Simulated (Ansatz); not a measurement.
## Ansatz (development build ahead of 0.2.0) run

```yaml
crystal:
  periodic: [false, false, false]
  atoms:
    - { symbol: B, position_ang: [0.0, 0.0, 0.0] }
    - { symbol: "N", position_ang: [0.0, 0.0, 1.61] }
basis:
  gaussian: { orbitals: def2-SVP }
hamiltonian:
  xc: hf
correlation:
  method: mp2
  frozen_orbitals: { B: 1, "N": 1 }
output:
  forces: true
```

The input is written out in the form of the current development build from the run's settings.

The run gave:

```json
{
 "Converged": "yes",
 "Reference energy": "-78.79840 hartree",
 "Correlation energy": "-0.16741 hartree",
 "Total energy": "-78.96581 hartree",
 "Spin squared of the determinant": "0.000",
 "Stability test": "minimum among restricted orbitals"
}
```

Forces (eV/Å):
```json
{"atom": "B1", "Fx": "0.000", "Fy": "0.000", "Fz": "3.114"}
{"atom": "N2", "Fx": "0.000", "Fy": "0.000", "Fz": "-3.114"}
```

Caution: bonds are stretched, where a single reference can fail; an unrestricted determinant lies well below; other determinants can give a lower correlated total.
